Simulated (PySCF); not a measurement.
Consider `C1CN1` (C2H5N). Non-hydrogen atoms are numbered in `[CH2:1]1[CH2:2][NH:3]1`. These are map numbers, not IUPAC locants.

Energies: ωB97X-D3(BJ)/ma-def2-TZVP (PySCF, density fitting, integration grid level 2) on PBE0-D3(BJ)/def2-SVP structures. ωB97X-D3(BJ) is ωB97X-V with D3(BJ) in place of VV10. Thermal corrections: PBE0-D3(BJ)/def2-SVP frequencies, unscaled, ideal gas at 298.15 K and 1 bar, quasi-RRHO entropy.

Question: What are the vertical and the adiabatic ionisation energy for forming the radical cation?

Answer: 9.85 eV vertical and 9.22 eV adiabatic, the latter with zero-point energy.

Question: Where does the unpaired spin of the relaxed radical cation sit?

Answer: N3 (amine nitrogen) 0.82 (intrinsic atomic orbital populations).

Question: What oxidation potential follows in dichloromethane (IEF-PCM), given that Fc+/Fc comes at 4.70 V absolute with this functional and basis?

Answer: In the gas phase ΔG of oxidation is 9.199 eV, and solvation is -16.2 kJ/mol for the parent and -252.0 kJ/mol for the product, so the absolute potential is 6.76 V, or 2.05 V against Fc+/Fc. Fc+/Fc in dichloromethane, 4.70 V, is ωB97X-D3(BJ)/ma-def2-TZVP on PBE0-D3(BJ)/def2-SVP structures with GFN2-xTB thermal terms. Benchmark calculations put it near 5.0 V in acetonitrile and DMSO, so it is about 0.3 V low, and the value against it can read up to that much too high. The solvent is electrostatics only, on gas-phase structures; the absolute scale refers to an electron at rest in vacuum.

Question: How far is −ε(HOMO) from the vertical value by ΔSCF?

Answer: −ε(HOMO) = 9.76 eV, which is 0.09 eV below the ΔSCF value.

Differences come from unrounded values, so a last digit can differ from that of the printed terms.
